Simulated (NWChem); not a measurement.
**Excited singlets of methylamine (CH₅N) by symmetry**

SMILES: CN
```xyz
7

C     -0.0874     0.6904     0.0000
N      0.1968    -0.7279     0.0000
H      0.3730     1.1640    -0.8817
H      0.3730     1.1640     0.8817
H     -1.1606     0.9771     0.0000
H     -0.2194    -1.1763    -0.8133
H     -0.2194    -1.1763     0.8133
```
Charge 0, spin multiplicity 1.

The numbers come from NWChem runs, not from measurements. Structure: optimised with PBE0/def2-SVP, a minimum by its harmonic frequencies.

Basis set: def2-SVPD. Symmetry labels belong to the abelian group Cs used in the runs, with the axes of the coordinates shown. Entries are the lowest vertical excitation energy of each symmetry in eV (for CIS and TDDFT among the lowest few roots); a state of one symmetry need not have the same character in every method. Symmetries that some method's roots don't reach, or where a double excitation leads the EOM-CCSD root, are left out.

The correlated methods keep 2 core orbitals frozen. B3LYP has NWChem's definition, with VWN1-RPA local correlation. No row is a measurement; the coupled-cluster row has its own basis-set and correlation limits.

| method | a' | a" |
|---|---|---|
| CIS | 7.53 | 9.18 |
| TD-PBE | 5.54 | 7.26 |
| TD-B3LYP | 5.97 | 7.66 |
| TD-BHandHLYP | 6.61 | 8.27 |
| EOM-CCSD | (withheld) | (withheld) |

Q: Some entries are withheld; supply them.

A: 
- EOM-CCSD, a': 6.45
- EOM-CCSD, a": 8.30
